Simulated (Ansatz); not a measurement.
Species: O₂ (charge 0, triplet). SMILES: O=O
Structure (B3LYP-D3(BJ)/def2-TZVP (Ansatz, a quantum-chemistry and plane-wave program) minimum search):
```
O
O 1 1.2043
```
Charge 0, spin multiplicity 3.

Parts of the frozen-core correlation energy in cc-pVDZ (Ansatz, hartree). Frozen orbitals: 2; correlated occupied orbitals by spin: 7 and 5; virtual: 19 and 21. Open shells are spin-unrestricted. Spin-orbit coupling is left out. Non-relativistic.

```
term                            value
-------------------------  ----------
reference (HF)             -149.62831
MP2 opposite-spin            -0.23852
MP2 same-spin                -0.10543
CCSD correlation             -0.34770
(T)                          -0.00963
CCSDT minus CCSD(T)          -0.00019
CCSDT(Q) minus CCSD(T)       -0.00209
T1 diagnostic                   0.014
largest doubles amplitude       0.102
<S^2> of the reference          2.033
```
